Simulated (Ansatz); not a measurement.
## Counterpoise correction, worked out

The pair of H2O (SMILES O, atoms 1–3) and SiH4 (SMILES [SiH4], atoms 4–8), both closed shells, in one local arrangement (a lower one may exist), relaxed at PBE0-D4/def2-TZVP:

O1  (0.253, -0.128, -1.849)
H2  (-0.530, -0.568, -2.187)
H3  (0.191, 0.776, -2.167)
Si4  (0.023, -0.019, 1.221)
H5  (0.295, -1.420, 0.821)
H6  (1.119, 0.883, 0.793)
H7  (-0.076, 0.036, 2.706)
H8  (-1.275, 0.440, 0.663)
(Å)

Ansatz 0.2.0; basis: def2-TZVPPD; cores frozen in the correlated methods.

MP2 total energies in eV:

| system | geometry | basis functions | energy |
| --- | --- | --- | --- |
| pair | pair | all | -10006.50054 |
| H2O | as in the pair | all (partner as ghosts) | -2076.97643 |
| SiH4 | as in the pair | all (partner as ghosts) | -7929.46899 |
| H2O | as in the pair | its own | -2076.96946 |
| SiH4 | as in the pair | its own | -7929.46228 |
| H2O | free (PBE0-D4 minimum) | its own | -2076.96970 |
| SiH4 | free (PBE0-D4 minimum) | its own | -7929.46797 |

(1) Work out the interaction energy with and without the counterpoise correction, the superposition error, and the binding energy from the relaxed fragments.

No T1 diagnostic of these runs exceeds 0.011.

Results:

(1) Without correction: -10006.50054 − (-2076.96946) − (-7929.46228) = -0.06880 eV.
With correction (each fragment in the whole basis): -10006.50054 − (-2076.97643) − (-7929.46899) = -0.05512 eV = -1.27 kcal/mol.
The superposition error is the difference, 0.01368 eV, 20 % of the uncorrected value: each fragment borrows its partner's functions.
Deformation from the free shapes: 0.00024 eV for H2O and 0.00569 eV for SiH4.
Binding energy from relaxed fragments: -0.05512 + 0.00024 + 0.00569 = -0.04919 eV = -1.13 kcal/mol (electronic, without zero-point energy; negative means bound). For comparison, the corrected interaction energy by CCSD(T) at an estimated basis limit (MP2 extrapolated from triple and quadruple zeta, plus CCSD(T) − MP2 in triple zeta) is -0.069 eV.

For scale, one of the runs: CCSD(T)/def2-TZVPPD, 190 basis functions, launched by `ansatz run in.yaml --threads 2 --pin off --events-out ev --progress --plain --max-ram 5222MiB`. Time: 28 s of wall clock on 2 CPU threads of an Arm Neoverse V2; the host was shared. Peak host memory: 1.9 GiB.
